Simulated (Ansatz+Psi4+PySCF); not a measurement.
Results of a calculation; reference values are marked as such.
A run of Ansatz (development build ahead of 0.2.0) on singlet CO at this shape:

```yaml
atoms:
  - { symbol: O, position_ang: [0.0000, 0.0000, 0.5916] }
  - { symbol: C, position_ang: [0.0000, 0.0000, -0.7888] }
```

Its results:

```json
{
  "Converged": "yes",
  "Reference energy": "-112.66413 hartree",
  "Correlation energy": "-0.39997 hartree",
  "Total energy": "-113.06409 hartree",
  "Spin squared of the determinant": "0.000",
  "Stability test": "minimum among restricted orbitals",
  "Occupied orbitals by symmetry in an Abelian subgroup (alpha; beta)": "5 A1 1 B1 1 B2; 5 A1 1 B1 1 B2"
}
```

Messages of the program:
```
mean field -3065.74705322 eV, -112.6641261679 hartree, gradient 2.5e-6 eV, S^2 0.000000; 0 other ends of descents recorded, 0 dependent functions left out; unrestricted orbitals would lower it
```

**Question.** Which input gives this output? Name the method, the orbitals and the basis set, and write the input.

**Answer.** RHF-MP2 in cc-pVTZ. An unrestricted run that stays on the closed shell gives the same numbers.

```yaml
crystal:
  periodic: [false, false, false]
  atoms:
    - { symbol: O, position_ang: [0.0, 0.0, 0.5916] }
    - { symbol: C, position_ang: [0.0, 0.0, -0.7888] }
basis:
  gaussian: { orbitals: cc-pVTZ }
hamiltonian:
  xc: hf
correlation:
  method: mp2
  frozen_orbitals: { C: 1, O: 1 }
```

Caution: large amplitudes, a single reference is doubtful; stretched shape with no unrestricted run beside it, a lower state can exist; unrestricted orbitals would lower the determinant.
